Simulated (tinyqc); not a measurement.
Worked calculation (part 2 of 2): UKS/exchange-only LDA in the sto-3g basis, for H2O, spin multiplicity 3. Computed by tinyqc, a small Python program that keeps every step (integrals from PySCF). Command: `OMP_NUM_THREADS=1 python tinyqc.py 28669 28670 out.jsonl` (the two numbers bound the seeds that draw the settings). One thread of a shared host (Intel(R) Xeon(R) Processor @ 2.60GHz), about 2 s of CPU time with the checks.

Geometry (angstrom):
```
atom        x         y        z
O     0.00000   0.00000  0.00000
H     0.00000   0.85400  0.81500
H     0.00000  -0.85400  0.81500
```

## Iteration 2: exchange-correlation on the grid

D(alpha) after iteration 1, order 1O 1s, 1O 2s, 1O 2px, 1O 2py, 1O 2pz, 2H 1s, 3H 1s:
$$\begin{pmatrix}
1.06562 & -0.29340 & 0.00000 & 0.00000 & -0.02581 & 0.06035 & 0.06035 \\
-0.29340 & 1.34974 & 0.00000 & 0.00000 & 0.17576 & -0.41093 & -0.41093 \\
0.00000 & 0.00000 & 1.00000 & 0.00000 & 0.00000 & 0.00000 & 0.00000 \\
0.00000 & 0.00000 & 0.00000 & 0.54416 & 0.00000 & 0.26861 & -0.26861 \\
-0.02581 & 0.17576 & 0.00000 & 0.00000 & 1.10638 & -0.24873 & -0.24873 \\
0.06035 & -0.41093 & 0.00000 & 0.26861 & -0.24873 & 0.71411 & 0.44893 \\
0.06035 & -0.41093 & 0.00000 & -0.26861 & -0.24873 & 0.44893 & 0.71411
\end{pmatrix}$$

D(beta) after iteration 1, order 1O 1s, 1O 2s, 1O 2px, 1O 2py, 1O 2pz, 2H 1s, 3H 1s:
$$\begin{pmatrix}
1.05459 & -0.23199 & 0.00000 & 0.00000 & 0.05123 & -0.01094 & -0.01094 \\
-0.23199 & 1.00766 & 0.00000 & 0.00000 & -0.25345 & -0.01379 & -0.01379 \\
0.00000 & 0.00000 & 0.00000 & 0.00000 & 0.00000 & 0.00000 & 0.00000 \\
0.00000 & 0.00000 & 0.00000 & 0.49776 & 0.00000 & 0.27845 & -0.27845 \\
0.05123 & -0.25345 & 0.00000 & 0.00000 & 0.56785 & 0.24957 & 0.24957 \\
-0.01094 & -0.01379 & 0.00000 & 0.27845 & 0.24957 & 0.27621 & -0.03531 \\
-0.01094 & -0.01379 & 0.00000 & -0.27845 & 0.24957 & -0.03531 & 0.27621
\end{pmatrix}$$

Becke grid with 40 radial and 50 angular points per atom, points of zero weight dropped. rho = sum D_ij phi_i phi_j; V_xc,ij = sum w v_xc phi_i phi_j; v_xc is d(rho eps)/d rho(s) for spin s.

The 12 grid points with the largest w rho, of 5946 (bohr, atomic units):
```
x                y         z        w  rho(alpha)  rho(beta)    eps_xc  v_xc(alpha)
0.00000   -0.79860  -0.79860  0.05984     0.17042    0.15616  -0.50882     -0.68787
0.00000    0.79860  -0.79860  0.05984     0.17042    0.15616  -0.50882     -0.68787
0.00000   -0.68759  -0.68759  0.03990     0.25033    0.23125  -0.57911     -0.78194
0.00000    0.68759  -0.68759  0.03990     0.25033    0.23125  -0.57911     -0.78194
0.79860    0.00000  -0.79860  0.05986     0.20104    0.11635  -0.51182     -0.72683
-0.79860   0.00000  -0.79860  0.05986     0.20104    0.11635  -0.51182     -0.72683
-0.34052  -0.34052  -1.02157  0.05349     0.19586    0.15832  -0.52386     -0.72053
0.34052   -0.34052  -1.02157  0.05349     0.19586    0.15832  -0.52386     -0.72053
0.34052    0.34052  -1.02157  0.05349     0.19586    0.15832  -0.52386     -0.72053
-0.34052   0.34052  -1.02157  0.05349     0.19586    0.15832  -0.52386     -0.72053
-0.68759   0.00000  -0.68759  0.03990     0.29572    0.17395  -0.58273     -0.82660
0.68759    0.00000  -0.68759  0.03990     0.29572    0.17395  -0.58273     -0.82660
```

electrons on the grid, sum of w rho = 10.00073

E_xc = sum of w rho eps_xc = -8.0646177 hartree

V_xc(alpha) (hartree), order 1O 1s, 1O 2s, 1O 2px, 1O 2py, 1O 2pz, 2H 1s, 3H 1s:
$$\begin{pmatrix}
-2.82753 & -0.40364 & 0.00000 & 0.00000 & -0.00162 & -0.05511 & -0.05511 \\
-0.40364 & -0.75941 & 0.00000 & 0.00000 & -0.01543 & -0.20082 & -0.20082 \\
0.00000 & 0.00000 & -0.75848 & 0.00000 & 0.00000 & 0.00000 & 0.00000 \\
0.00000 & 0.00000 & 0.00000 & -0.73908 & 0.00000 & -0.11865 & 0.11865 \\
-0.00162 & -0.01543 & 0.00000 & 0.00000 & -0.76714 & -0.11956 & -0.11956 \\
-0.05511 & -0.20082 & 0.00000 & -0.11865 & -0.11956 & -0.44184 & -0.08035 \\
-0.05511 & -0.20082 & 0.00000 & 0.11865 & -0.11956 & -0.08035 & -0.44184
\end{pmatrix}$$

V_xc(beta) (hartree), order 1O 1s, 1O 2s, 1O 2px, 1O 2py, 1O 2pz, 2H 1s, 3H 1s:
$$\begin{pmatrix}
-2.79225 & -0.37969 & 0.00000 & 0.00000 & 0.00368 & -0.05185 & -0.05185 \\
-0.37969 & -0.64488 & 0.00000 & 0.00000 & 0.01013 & -0.17311 & -0.17311 \\
0.00000 & 0.00000 & -0.58636 & 0.00000 & 0.00000 & 0.00000 & 0.00000 \\
0.00000 & 0.00000 & 0.00000 & -0.66556 & 0.00000 & -0.10607 & 0.10607 \\
0.00368 & 0.01013 & 0.00000 & 0.00000 & -0.66838 & -0.10185 & -0.10185 \\
-0.05185 & -0.17311 & 0.00000 & -0.10607 & -0.10185 & -0.37081 & -0.06893 \\
-0.05185 & -0.17311 & 0.00000 & 0.10607 & -0.10185 & -0.06893 & -0.37081
\end{pmatrix}$$

## Iteration 2: building the Kohn-Sham matrix

core Hamiltonian H = T + V (hartree), order 1O 1s, 1O 2s, 1O 2px, 1O 2py, 1O 2pz, 2H 1s, 3H 1s:
$$\begin{pmatrix}
-32.51180 & -7.56331 & 0.00000 & 0.00000 & -0.01409 & -1.02324 & -1.02324 \\
-7.56331 & -9.13769 & 0.00000 & 0.00000 & -0.17434 & -2.51550 & -2.51550 \\
0.00000 & 0.00000 & -7.29394 & 0.00000 & 0.00000 & 0.00000 & 0.00000 \\
0.00000 & 0.00000 & 0.00000 & -7.37253 & 0.00000 & -1.36657 & 1.36657 \\
-0.01409 & -0.17434 & 0.00000 & 0.00000 & -7.36552 & -1.35205 & -1.35205 \\
-1.02324 & -2.51550 & 0.00000 & -1.36657 & -1.35205 & -4.30803 & -1.03864 \\
-1.02324 & -2.51550 & 0.00000 & 1.36657 & -1.35205 & -1.03864 & -4.30803
\end{pmatrix}$$

nuclear repulsion = 7.4821689 hartree

Given earlier and not repeated: Two-electron integrals (ij|kl) in chemists' order.

J_ij = sum D_kl (ij|kl) with D = D(alpha) + D(beta); F = H + J + V_xc; E = tr D H + tr D J / 2 + E_xc + E_nn.

Coulomb J (hartree), order 1O 1s, 1O 2s, 1O 2px, 1O 2py, 1O 2pz, 2H 1s, 3H 1s:
$$\begin{pmatrix}
16.99466 & 3.18667 & 0.00000 & 0.00000 & 0.00753 & 0.42970 & 0.42970 \\
3.18667 & 7.91188 & 0.00000 & 0.00000 & 0.11867 & 2.20624 & 2.20624 \\
0.00000 & 0.00000 & 7.84105 & 0.00000 & 0.00000 & 0.00000 & 0.00000 \\
0.00000 & 0.00000 & 0.00000 & 7.91772 & 0.00000 & 1.31944 & -1.31944 \\
0.00753 & 0.11867 & 0.00000 & 0.00000 & 7.95304 & 1.29760 & 1.29760 \\
0.42970 & 2.20624 & 0.00000 & 1.31944 & 1.29760 & 4.54757 & 0.95115 \\
0.42970 & 2.20624 & 0.00000 & -1.31944 & 1.29760 & 0.95115 & 4.54757
\end{pmatrix}$$

F(alpha) (hartree), order 1O 1s, 1O 2s, 1O 2px, 1O 2py, 1O 2pz, 2H 1s, 3H 1s:
$$\begin{pmatrix}
-18.34467 & -4.78028 & 0.00000 & 0.00000 & -0.00818 & -0.64864 & -0.64864 \\
-4.78028 & -1.98523 & 0.00000 & 0.00000 & -0.07111 & -0.51007 & -0.51007 \\
0.00000 & 0.00000 & -0.21138 & 0.00000 & 0.00000 & 0.00000 & 0.00000 \\
0.00000 & 0.00000 & 0.00000 & -0.19390 & 0.00000 & -0.16578 & 0.16578 \\
-0.00818 & -0.07111 & 0.00000 & 0.00000 & -0.17961 & -0.17401 & -0.17401 \\
-0.64864 & -0.51007 & 0.00000 & -0.16578 & -0.17401 & -0.20231 & -0.16785 \\
-0.64864 & -0.51007 & 0.00000 & 0.16578 & -0.17401 & -0.16785 & -0.20231
\end{pmatrix}$$

F(beta) (hartree), order 1O 1s, 1O 2s, 1O 2px, 1O 2py, 1O 2pz, 2H 1s, 3H 1s:
$$\begin{pmatrix}
-18.30939 & -4.75633 & 0.00000 & 0.00000 & -0.00288 & -0.64538 & -0.64538 \\
-4.75633 & -1.87070 & 0.00000 & 0.00000 & -0.04554 & -0.48236 & -0.48236 \\
0.00000 & 0.00000 & -0.03925 & 0.00000 & 0.00000 & 0.00000 & 0.00000 \\
0.00000 & 0.00000 & 0.00000 & -0.12037 & 0.00000 & -0.15320 & 0.15320 \\
-0.00288 & -0.04554 & 0.00000 & 0.00000 & -0.08085 & -0.15630 & -0.15630 \\
-0.64538 & -0.48236 & 0.00000 & -0.15320 & -0.15630 & -0.13128 & -0.15643 \\
-0.64538 & -0.48236 & 0.00000 & 0.15320 & -0.15630 & -0.15643 & -0.13128
\end{pmatrix}$$

total energy of this density = -73.8316882 hartree

## Iteration 2: diagonalisation and new density

X, order 1O 1s, 1O 2s, 1O 2px, 1O 2py, 1O 2pz, 2H 1s, 3H 1s:
$$\begin{pmatrix}
-0.37101 & 0.00000 & 0.71416 & 0.00000 & 0.62096 & 0.00000 & 0.17988 \\
0.97084 & 0.00000 & -0.31514 & 0.00000 & 0.34387 & 0.00000 & 0.43548 \\
0.00000 & 0.00000 & 0.00000 & 1.00000 & 0.00000 & 0.00000 & 0.00000 \\
0.00000 & 0.78823 & 0.00000 & 0.00000 & 0.00000 & 0.72113 & 0.00000 \\
0.50202 & 0.00000 & 0.67488 & 0.00000 & -0.58602 & 0.00000 & 0.23554 \\
-0.60541 & -0.74780 & -0.19170 & 0.00000 & -0.15753 & 0.38006 & 0.39171 \\
-0.60541 & 0.74780 & -0.19170 & 0.00000 & -0.15753 & -0.38006 & 0.39171
\end{pmatrix}$$

Diagonalise F' = X^T F X, C = X C', fill 6 alpha and 4 beta electrons from the bottom; D(s) = C_occ C_occ^T. Each column has its largest component positive (the first on a tie).

F' = X^T F X (alpha) (hartree):
$$\begin{pmatrix}
-0.50756 & 0.00000 & 2.05133 & 0.00000 & 1.98205 & 0.00000 & 0.63700 \\
0.00000 & 0.23185 & 0.00000 & 0.00000 & 0.00000 & -0.01115 & 0.00000 \\
2.05133 & 0.00000 & -7.16627 & 0.00000 & -7.82458 & 0.00000 & -3.47411 \\
0.00000 & 0.00000 & 0.00000 & -0.21138 & 0.00000 & 0.00000 & 0.00000 \\
1.98205 & 0.00000 & -7.82458 & 0.00000 & -9.09505 & 0.00000 & -4.10552 \\
0.00000 & -0.01115 & 0.00000 & 0.00000 & 0.00000 & -0.29253 & 0.00000 \\
0.63700 & 0.00000 & -3.47411 & 0.00000 & -4.10552 & 0.00000 & -2.45283
\end{pmatrix}$$

orbital energies (alpha) (hartree): MO1 -18.35724, MO2 -0.80807, MO3 -0.29277, MO4 -0.23864, MO5 -0.21138, MO6 0.18223, MO7 0.23209

coefficients C (alpha), order 1O 1s, 1O 2s, 1O 2px, 1O 2py, 1O 2pz, 2H 1s, 3H 1s:
$$\begin{pmatrix}
0.99282 & -0.25176 & 0.00000 & 0.08503 & 0.00000 & -0.09644 & 0.00000 \\
0.03031 & 0.93336 & 0.00000 & -0.40878 & 0.00000 & 0.55729 & 0.00000 \\
0.00000 & 0.00000 & 0.00000 & 0.00000 & 1.00000 & 0.00000 & 0.00000 \\
0.00000 & 0.00000 & 0.73772 & 0.00000 & 0.00000 & 0.00000 & 0.77273 \\
0.00287 & 0.10273 & 0.00000 & 0.77065 & 0.00000 & 0.70846 & 0.00000 \\
-0.00557 & 0.10520 & 0.36408 & 0.30031 & 0.00000 & -0.69299 & -0.75571 \\
-0.00557 & 0.10520 & -0.36408 & 0.30031 & 0.00000 & -0.69299 & 0.75571
\end{pmatrix}$$

F' = X^T F X (beta) (hartree):
$$\begin{pmatrix}
-0.38747 & 0.00000 & 2.07224 & 0.00000 & 1.99056 & 0.00000 & 0.67412 \\
0.00000 & 0.31454 & 0.00000 & 0.00000 & 0.00000 & -0.00928 & 0.00000 \\
2.07224 & 0.00000 & -7.10666 & 0.00000 & -7.84576 & 0.00000 & -3.47084 \\
0.00000 & 0.00000 & 0.00000 & -0.03925 & 0.00000 & 0.00000 & 0.00000 \\
1.99056 & 0.00000 & -7.84576 & 0.00000 & -9.03457 & 0.00000 & -4.10889 \\
0.00000 & -0.00928 & 0.00000 & 0.00000 & 0.00000 & -0.22328 & 0.00000 \\
0.67412 & 0.00000 & -3.47084 & 0.00000 & -4.10889 & 0.00000 & -2.36338
\end{pmatrix}$$

orbital energies (beta) (hartree): MO1 -18.32098, MO2 -0.69987, MO3 -0.22344, MO4 -0.15994, MO5 -0.03925, MO6 0.28871, MO7 0.31470

coefficients C (beta), order 1O 1s, 1O 2s, 1O 2px, 1O 2py, 1O 2pz, 2H 1s, 3H 1s:
$$\begin{pmatrix}
0.99314 & -0.24797 & 0.00000 & 0.08523 & 0.00000 & -0.10268 & 0.00000 \\
0.02903 & 0.91662 & 0.00000 & -0.41514 & 0.00000 & 0.57997 & 0.00000 \\
0.00000 & 0.00000 & 0.00000 & 0.00000 & 1.00000 & 0.00000 & 0.00000 \\
0.00000 & 0.00000 & 0.73462 & 0.00000 & 0.00000 & 0.00000 & 0.77567 \\
0.00240 & 0.06901 & 0.00000 & 0.75203 & 0.00000 & 0.73216 & 0.00000 \\
-0.00526 & 0.12727 & 0.36711 & 0.31999 & 0.00000 & -0.68037 & -0.75424 \\
-0.00526 & 0.12727 & -0.36711 & 0.31999 & 0.00000 & -0.68037 & 0.75424
\end{pmatrix}$$

D(alpha) after iteration 2, order 1O 1s, 1O 2s, 1O 2px, 1O 2py, 1O 2pz, 2H 1s, 3H 1s:
$$\begin{pmatrix}
1.06562 & -0.29340 & 0.00000 & 0.00000 & -0.02581 & 0.06035 & 0.06035 \\
-0.29340 & 1.34974 & 0.00000 & 0.00000 & 0.17576 & -0.41093 & -0.41093 \\
0.00000 & 0.00000 & 1.00000 & 0.00000 & 0.00000 & 0.00000 & 0.00000 \\
0.00000 & 0.00000 & 0.00000 & 0.54423 & 0.00000 & 0.26859 & -0.26859 \\
-0.02581 & 0.17576 & 0.00000 & 0.00000 & 1.10638 & -0.24873 & -0.24873 \\
0.06035 & -0.41093 & 0.00000 & 0.26859 & -0.24873 & 0.71408 & 0.44896 \\
0.06035 & -0.41093 & 0.00000 & -0.26859 & -0.24873 & 0.44896 & 0.71408
\end{pmatrix}$$

D(beta) after iteration 2, order 1O 1s, 1O 2s, 1O 2px, 1O 2py, 1O 2pz, 2H 1s, 3H 1s:
$$\begin{pmatrix}
1.05507 & -0.23385 & 0.00000 & 0.00000 & 0.04936 & -0.00951 & -0.00951 \\
-0.23385 & 1.01337 & 0.00000 & 0.00000 & -0.24887 & -0.01634 & -0.01634 \\
0.00000 & 0.00000 & 0.00000 & 0.00000 & 0.00000 & 0.00000 & 0.00000 \\
0.00000 & 0.00000 & 0.00000 & 0.53967 & 0.00000 & 0.26968 & -0.26968 \\
0.04936 & -0.24887 & 0.00000 & 0.00000 & 0.57032 & 0.24941 & 0.24941 \\
-0.00951 & -0.01634 & 0.00000 & 0.26968 & 0.24941 & 0.25339 & -0.01615 \\
-0.00951 & -0.01634 & 0.00000 & -0.26968 & 0.24941 & -0.01615 & 0.25339
\end{pmatrix}$$

## Convergence

Stop when the energy changes by less than 1e-09 hartree and every element of the error matrix X^T (F D S - S D F) X (for each spin) is below 9e-06.

Course of the cycle:
```
iteration  E (hartree)     change  largest element of the error matrix
1          -74.5096297          -                             5.46e-01
2          -73.8316882   6.78e-01                             1.98e-02
3          -73.8321819  -4.94e-04                             1.28e-02
4          -73.8320757   1.06e-04                             1.26e-02
5          -73.8318723   2.03e-04                             1.69e-02
6          -73.8315173   3.55e-04                             2.16e-02
7          -73.8309883   5.29e-04                             2.69e-02
8          -73.8300389   9.49e-04                             3.52e-02
9          -73.8287028   1.34e-03                             4.31e-02
10         -73.8261623   2.54e-03                             5.73e-02
11         -73.8229217   3.24e-03                             6.83e-02
12         -73.8161928   6.73e-03                             9.26e-02
13         -73.8089965   7.20e-03                             1.05e-01
14         -73.7919404   1.71e-02                             1.46e-01
...                ...        ...                                  ...
72         -73.5614974   2.47e-03                             1.97e-01
73         -73.5647132  -3.22e-03                             1.73e-01
74         -73.5623239   2.39e-03                             1.96e-01
75         -73.5654268  -3.10e-03                             1.72e-01
76         -73.5631197   2.31e-03                             1.94e-01
77         -73.5661165  -3.00e-03                             1.71e-01
78         -73.5638889   2.23e-03                             1.93e-01
79         -73.5667857  -2.90e-03                             1.70e-01
80         -73.5646352   2.15e-03                             1.92e-01
81         -73.5674372  -2.80e-03                             1.69e-01
82         -73.5653619   2.08e-03                             1.91e-01
83         -73.5680737  -2.71e-03                             1.68e-01
84         -73.5660719   2.00e-03                             1.90e-01
85         -73.5686977  -2.63e-03                             1.67e-01
```

PySCF UKS in the same basis, fine grid, after a stability check = -73.8309835 hartree

Not converged within the cap of 85 iterations: the residual has stopped falling. Reruns (cap 100 unless said): DIIS 8: converged in 7; damping 0.5: converged in 31; level shift 0.5: converged in 17; atomic densities as start, DIIS 8: converged in 7; the original settings with a cap of 400: not converged.
